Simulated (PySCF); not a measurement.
# Nuclear quadrupole coupling in `[S-]C1CC1`

Species: C₃H₅S (charge -1).
Cartesian coordinates in Å at the PBE0-D3(BJ)/def2-SVP level; atoms count from 1:
```xyz
9
C3H5S angstrom
S      2.247   -0.142   -0.717
C      0.787   -0.073    0.300
C     -0.511   -0.719   -0.133
C     -0.403    0.782   -0.078
H      0.941   -0.124    1.393
H     -1.154   -1.218    0.605
H     -0.478   -1.196   -1.118
H     -0.971    1.313    0.698
H     -0.298    1.320   -1.026
```

Field gradients from the PBE0/pcSseg-1 density (PySCF, non-relativistic), principal values in atomic units, ordered |Vxx| ≤ |Vyy| ≤ |Vzz|:

```tsv
atom	Vxx	Vyy	Vzz
S1	-1.4321	-1.5118	2.9439
```

Question: Find the asymmetry η = (Vxx − Vyy)/Vzz and the couplings χ = eQV/h (234.96 MHz × Q in barn × V in au), with Q(33S) = −0.0678 b.

Answer: 
```tsv
atom	environment	nucleus	η	χzz (MHz)	χxx (MHz)	χyy (MHz)
S1	thiolate sulfur	33S	0.03	-46.90	22.81	24.08
```

The gradient is axial or nearly so (η below 0.05) at S1. The tensor is traceless: Vxx + Vyy + Vzz = 0.

Question: What is Vzz at S1 in SI units (1 au = 9.71736 × 10²¹ V/m²)?

Answer: 2.9439 au = 28.607 × 10²¹ V/m².

Question: What couplings would deuterons (Q(2H) = 0.00286 b) have in place of the hydrogens, at this geometry?

Answer: 
```json
{"atom": "H5", "bonded to": "C2", "bond length (Å)": "1.105", "Vzz (au)": "0.2967", "η": "0.06", "χzz (kHz)": "199"}
{"atom": "H6", "bonded to": "C3", "bond length (Å)": "1.099", "Vzz (au)": "0.3068", "η": "0.08", "χzz (kHz)": "206"}
{"atom": "H7", "bonded to": "C3", "bond length (Å)": "1.095", "Vzz (au)": "0.3085", "η": "0.09", "χzz (kHz)": "207"}
{"atom": "H8", "bonded to": "C4", "bond length (Å)": "1.099", "Vzz (au)": "0.3068", "η": "0.08", "χzz (kHz)": "206"}
{"atom": "H9", "bonded to": "C4", "bond length (Å)": "1.095", "Vzz (au)": "0.3088", "η": "0.09", "χzz (kHz)": "208"}
```

Geometry: PBE0-D3(BJ)/def2-SVP; no solvent, vibrations or thermal averaging. The pcSseg-1 basis has no diffuse functions, a weakness for an anion. The HOMO energy is positive at this level (+0.66 eV), so the outermost electrons may be held by the finite basis alone. The small basis limits the accuracy of the gradients.
